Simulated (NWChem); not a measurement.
System: tetrafluoroethylene (C2F4); SMILES FC(F)=C(F)F

```xyz
6

F      1.1088    -1.3867     0.0000
C      0.0000    -0.6629     0.0000
F     -1.1088    -1.3867     0.0000
C      0.0000     0.6629     0.0000
F     -1.1088     1.3867     0.0000
F      1.1088     1.3867     0.0000
```
Atoms are numbered in this order, from 1.

Program: NWChem. Coordinates come from a B3LYP/6-31G* (spherical d) optimisation. Isolated, static molecule.

GIAO at PBE0/pcSseg-1: principal shieldings of C2 are 1.3, 24.0, 63.8 ppm; an isolated tetramethylsilane molecule has σ = 185.2 ppm at the same levels.

Problem. Find the isotropic 13C shift, its principal values, the span and the skew.

Solution. 
1. σ(iso) = one third of the sum = 29.7 ppm.
2. δ = σ(reference) − σ = 155.5 ppm against tetramethylsilane.
3. δ11, δ22, δ33 = 183.9, 161.2, 121.4 ppm.
4. Span Ω = δ11 − δ33 = 62.5 ppm; skew κ = 3(δ22 − δ(iso))/Ω = 0.27.
